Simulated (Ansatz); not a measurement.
fcc Pt was calculated with r²SCAN+rVV10 (Ansatz, an electronic-structure program, PAW).

Settings: plane-wave cutoff 560 eV, 24×24×24 k mesh, Fermi–Dirac smearing 0.05 eV, scalar-relativistic PAW data made under PBE.

Pressure at four volumes; x = ln(V/15.119 Å³). One pressure is withheld.

| V (Å³/atom) | x | P (GPa) |
|---|---|---|
| 14.212 | -0.0619 | 20.81 |
| 15.119 | 0.0000 | -0.02 |
| 15.724 | 0.0392 | -10.07 |
| 16.026 | 0.0583 | ? |

### Question
Pass a parabola P(x) through the three rows shown, estimate the bulk modulus and its pressure derivative near zero pressure, and predict the withheld pressure.

### Answer
Slopes between the rows: (-0.02 − (20.81))/(0.0000 − (-0.0619)) = -336.51 and (-10.07 − (-0.02))/(0.0392 − (0.0000)) = -256.38 GPa. Their difference over the span 0.1011 is c = 80.13/0.1011 = 792.6 GPa, so P(x) = 20.81 + (-336.51)(x − (-0.0619)) + 792.6 (x − (-0.0619))(x − (0.0000)). At the middle row B = −dP/dx = −[-336.51 + 792.6 × 0.0619] = 287.4 GPa, and B′ = dB/dP = 2c/B = 5.5. At x = 0.0583 the parabola gives -14.08 GPa; the run gives -14.20 GPa. The Birch–Murnaghan fit to the energies at all volumes has B0 = 285 GPa and B′ = 5.4.

Measured, for comparison: bulk modulus 289 GPa (corrected for temperature and zero-point phonon effects; as tabulated in Levämäki et al. (2014), arXiv:1402.3671). Computed (rounded) less measured: bulk modulus -1 %.

Spin–orbit coupling is not included.
